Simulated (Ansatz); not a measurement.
Cost and result for the atomization energy of BClH4Si (`B[SiH2]Cl`) (7 atoms, 6 bonds).

```xyz
7

B     0.214   -0.083    1.213
Si   -0.208   -0.005   -0.743
Cl    1.081    1.193   -1.822
H    -0.493   -0.747    1.915
H     1.131    0.492    1.715
H    -0.141   -1.372   -1.328
H    -1.584    0.523   -0.949
```

The species carries charge 0 and has multiplicity 1. The structure was optimised at the PBE0-D4/def2-TZVP level. Program: Ansatz. All runs use 2 threads of an Arm Neoverse V2 on a shared host. Times are those of one run each, without the atoms' runs, and a repeat can differ threefold. Electronic energies, without spin–orbit coupling; frozen cores. CCSD(T)/CBS adds CCSD(T) − MP2 in def2-TZVPP to the MP2 limit, and its time is that of the two runs behind it. T1 = 0.010.

CCSD(T)/CBS is a level of theory with its own doubt, some kJ/mol a heavy atom from the limit and from the frozen cores, so smaller differences don't rank the functionals.

```tsv
level	functions	wall time
LDA (SPW92)/def2-TZVPP	171	0.75 s
CCSD(T)/def2-SVP	70	0.75 s
BLYP-D4/def2-TZVPP	171	1.4 s
PBE-D4/def2-TZVPP (with forces)	171	1.6 s
PBE0-D4/def2-TZVPP	171	1.6 s
BHLYP-D4/def2-TZVPP	171	1.6 s
CAM-B3LYP-D4/def2-TZVPP	171	1.8 s
r2SCANh-D4/def2-TZVPP	171	3.1 s
ωB97X-V/def2-TZVPP	171	4.7 s
B97M-V/def2-TZVPP	171	6.5 s
MP2/def2-QZVPP	317	7.5 s
CCSD(T)/def2-TZVPP	171	15 s
CCSD(T)/CBS(def2)	–	23 s
```

**Question.** What atomization energy does each give, and how far from CCSD(T)/CBS? (Best estimate.)

**Answer.** Ansatz gave: 
```json
{"level": "LDA (SPW92)/def2-TZVPP", "atomization (kJ/mol)": "2327.7", "difference from CCSD(T)/CBS": "223.4", "per bond": "37.2"}
{"level": "CCSD(T)/def2-SVP", "atomization (kJ/mol)": "1970.6", "difference from CCSD(T)/CBS": "-133.7", "per bond": "-22.3"}
{"level": "BLYP-D4/def2-TZVPP", "atomization (kJ/mol)": "2081.0", "difference from CCSD(T)/CBS": "-23.3", "per bond": "-3.9"}
{"level": "PBE-D4/def2-TZVPP (with forces)", "atomization (kJ/mol)": "2102.1", "difference from CCSD(T)/CBS": "-2.2", "per bond": "-0.4"}
{"level": "PBE0-D4/def2-TZVPP", "atomization (kJ/mol)": "2099.3", "difference from CCSD(T)/CBS": "-5.0", "per bond": "-0.8"}
{"level": "BHLYP-D4/def2-TZVPP", "atomization (kJ/mol)": "2090.7", "difference from CCSD(T)/CBS": "-13.6", "per bond": "-2.3"}
{"level": "CAM-B3LYP-D4/def2-TZVPP", "atomization (kJ/mol)": "2114.2", "difference from CCSD(T)/CBS": "9.9", "per bond": "1.6"}
{"level": "r2SCANh-D4/def2-TZVPP", "atomization (kJ/mol)": "2114.2", "difference from CCSD(T)/CBS": "9.9", "per bond": "1.6"}
{"level": "ωB97X-V/def2-TZVPP", "atomization (kJ/mol)": "2126.5", "difference from CCSD(T)/CBS": "22.2", "per bond": "3.7"}
{"level": "B97M-V/def2-TZVPP", "atomization (kJ/mol)": "2133.4", "difference from CCSD(T)/CBS": "29.1", "per bond": "4.9"}
{"level": "MP2/def2-QZVPP", "atomization (kJ/mol)": "2093.7", "difference from CCSD(T)/CBS": "-10.6", "per bond": "-1.8"}
{"level": "CCSD(T)/def2-TZVPP", "atomization (kJ/mol)": "2052.0", "difference from CCSD(T)/CBS": "-52.3", "per bond": "-8.7"}
{"level": "CCSD(T)/CBS(def2)", "atomization (kJ/mol)": "2104.3", "difference from CCSD(T)/CBS": "0.0", "per bond": "0.0"}
```

From BLYP to BHLYP (50 % exact exchange), in def2-TZVPP and without D4, the atomization energy moves by +20.4 kJ/mol. Leaving LDA and LC-ωPBE aside and taking each functional with its dispersion term where it has one, the values, not all of them listed here, spread over 64.9 kJ/mol, from revPBE-D4 to B97M-V. LDA lies +238.0 kJ/mol from PBE without D4, its usual overbinding. At CCSD(T), def2-SVP lies −133.7 kJ/mol from the extrapolated value and def2-TZVPP −52.3 kJ/mol: correlation converges slowly with the basis, and small sets miss more of it in the bonded molecule than in its fragments.
